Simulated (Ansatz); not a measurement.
Ansatz (an electronic-structure program) input (B3LYP-D3(BJ)/def2-TZVP):

Ansatz 0.2 input:
```yaml
crystal:
  periodic: [false, false, false]
  atoms:
    - {symbol: C, position_ang: [-0.19802999, 0.27372458, -0.00531063]}
    - {symbol: O, position_ang: [-0.11938023, -1.04863160, -0.03857135]}
    - {symbol: H, position_ang: [-1.25024701, 0.58774165, -0.01960667]}
    - {symbol: H, position_ang: [0.77150568, -1.45873176, 0.00891203]}
    - {symbol: H, position_ang: [0.38924678, 0.75103967, 0.82981381]}
    - {symbol: H, position_ang: [0.38156383, 0.78809826, -0.82833523]}
basis:
  gaussian:
    orbitals: def2-TZVP
hamiltonian:
  xc: b3lyp
  dispersion: d3bj
total_charge: 1
magnetization: {spin_polarized: true, initial_magnetization: 1}
relax: {f_tol: 0.002, max_steps: 150}
```

End of the output:

```
507 factors; their error is unknown
mean field: 0.22 GiB planned
mean field -3139.76397729 eV, -115.3841979568 hartree, gradient 7.2e-6 eV, S^2 0.754761; 0 other end points of the search recorded, 0 dependent functions left out
the calculation of the forces begins
reference -3139.76415073 eV, -115.3842043306 hartree; 9, 8 occupied and 77, 78 virtual orbitals, 507 factors
relax step  22: F+E_penalty+E_count = -3139.84814713 eV  Δ(F+E_penalty+E_count) = +8.003e-5 eV  max|allowed force component| = 5.222e-2 eV/Å  Δτ_max = 0.0026 Å  (35 SCF iters, rejected (line search))
these checks for a lower state are left out or cut short: starts, cluster_reference, orbital_swaps, neighbouring_geometries, increment
integrals: 0.01 GiB planned
507 factors; their error is unknown
mean field: 0.22 GiB planned
mean field -3139.76405272 eV, -115.3842007290 hartree, gradient 6.9e-6 eV, S^2 0.754758; 0 other end points of the search recorded, 0 dependent functions left out
the calculation of the forces begins
reference -3139.76422612 eV, -115.3842071013 hartree; 9, 8 occupied and 77, 78 virtual orbitals, 507 factors
relax step  23: F+E_penalty+E_count = -3139.84823061 eV  Δ(F+E_penalty+E_count) = -3.456e-6 eV  max|allowed force component| = 1.018e-2 eV/Å  Δτ_max = 0.0013 Å  (37 SCF iters, accepted)
these checks for a lower state are left out or cut short: starts, cluster_reference, orbital_swaps, neighbouring_geometries, increment
integrals: 0.01 GiB planned
507 factors; their error is unknown
mean field: 0.22 GiB planned
mean field -3139.76406430 eV, -115.3842011543 hartree, gradient 7.9e-6 eV, S^2 0.754760; 0 other end points of the search recorded, 0 dependent functions left out
the calculation of the forces begins
reference -3139.76423772 eV, -115.3842075275 hartree; 9, 8 occupied and 77, 78 virtual orbitals, 507 factors
relax step  24: F+E_penalty+E_count = -3139.84823840 eV  Δ(F+E_penalty+E_count) = -7.790e-6 eV  max|allowed force component| = 5.431e-3 eV/Å  Δτ_max = 0.0007 Å  (35 SCF iters, accepted)
these checks for a lower state are left out or cut short: starts, cluster_reference, orbital_swaps, neighbouring_geometries, increment
integrals: 0.01 GiB planned
507 factors; their error is unknown
mean field: 0.22 GiB planned
mean field -3139.76406601 eV, -115.3842012175 hartree, gradient 7.5e-6 eV, S^2 0.754760; 0 other end points of the search recorded, 0 dependent functions left out
the calculation of the forces begins
reference -3139.76423944 eV, -115.3842075909 hartree; 9, 8 occupied and 77, 78 virtual orbitals, 507 factors
relax step  25: F+E_penalty+E_count = -3139.84823932 eV  Δ(F+E_penalty+E_count) = -9.215e-7 eV  max|allowed force component| = 9.465e-4 eV/Å  Δτ_max = 0.0003 Å  (37 SCF iters, accepted)
integrals: 0.01 GiB planned
507 factors; their error is unknown
mean field: 0.22 GiB planned
mean field evaluation 192: about -3139.7639 eV, gradient 2.6e-1 eV
mean field -3139.76406601 eV, -115.3842012175 hartree, gradient 8.2e-6 eV, S^2 0.754760; 1 other end points of the search recorded, 0 dependent functions left out
the calculation of the forces begins
reference -3139.76423944 eV, -115.3842075909 hartree; 9, 8 occupied and 77, 78 virtual orbitals, 507 factors
Total energy: -3139.84841275 eV, -115.3873009029 hartree
Atom 0 at    -0.080755     0.313198     0.005234 Å, force     0.000946    -0.000562    -0.000881 eV/Å
Atom 1 at     0.042312    -1.000148    -0.304469 Å, force    -0.000372     0.000005     0.000888 eV/Å
Atom 2 at    -1.184962     0.545416    -0.007148 Å, force    -0.000111    -0.000137    -0.000011 eV/Å
Atom 3 at     0.615795    -1.514575     0.312251 Å, force    -0.000076     0.000245    -0.000414 eV/Å
Atom 4 at     0.453939     0.660499     0.883568 Å, force    -0.000306     0.000106    -0.000067 eV/Å
Atom 5 at     0.128331     0.888851    -0.942534 Å, force    -0.000080     0.000342     0.000486 eV/Å
Dipole moment:     0.118992     0.161669     0.226669 e Å
```
